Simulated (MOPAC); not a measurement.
MOPAC input (PM3):

```
PM3 FORCE THERMO(298,298) PRECISE LET UHF MS=0.5 GEO-OK AUX(PRECISION=9) THREADS=1
Cl3Si

Si    0.28045226 1    0.27727351 1    0.27810518 1
Cl   -0.85223170 1   -0.86332909 1    1.49254362 1
Cl    1.48531915 1   -0.85793042 1   -0.87011774 1
Cl   -0.86179948 1    1.49513979 1   -0.84922383 1
```

Question: Which zero-point energy does it print?

Answer: 2.22 kcal/mol, from the harmonic wavenumbers of PM3.
